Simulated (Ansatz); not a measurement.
# ClHNS: the cost of one run

Method: UKS PBE0/def2-TZVP; program: Ansatz 0.2.0, Gaussian basis.

## Step 1: Starting geometry

4 atoms, charge 0, spin multiplicity 4.

Atoms are counted from 1 here; the program's logs count them from 0.

Bond lengths: N2–S3 1.557 Å, N2–H4 1.008 Å. Angles: S3–N2–H4 122.6°.

The start was built by rule and, where that kept it together, relaxed with GFN2-xTB. Sticks and bond lists go by distance. 

## Step 2: The run

Input file in.yaml:

```yaml
crystal:
  periodic: [false, false, false]
  atoms:
    - {symbol: Cl, position_ang: [-1.850393, -0.193481, -0.003907]}
    - {symbol: N, position_ang: [0.423234, 0.543676, 0.004907]}
    - {symbol: S, position_ang: [1.852860, -0.071918, 0.001777]}
    - {symbol: H, position_ang: [0.259841, 1.538214, 0.012691]}
basis:
  gaussian: {orbitals: def2-TZVP}
magnetization: {spin_polarized: true, initial_magnetization: 3}
hamiltonian: {xc: pbe0}
relax: {f_tol: 0.004, max_steps: 80}
```

Started as:

```
$ ansatz run in.yaml --threads 1 --pin off --events-out ev --progress --plain --max-ram 2176MiB
```

Q: Estimate wall time and peak memory on 1 thread of Arm Neoverse V1, shared host.

About 2.6 min, with a peak of 0.33 GiB.
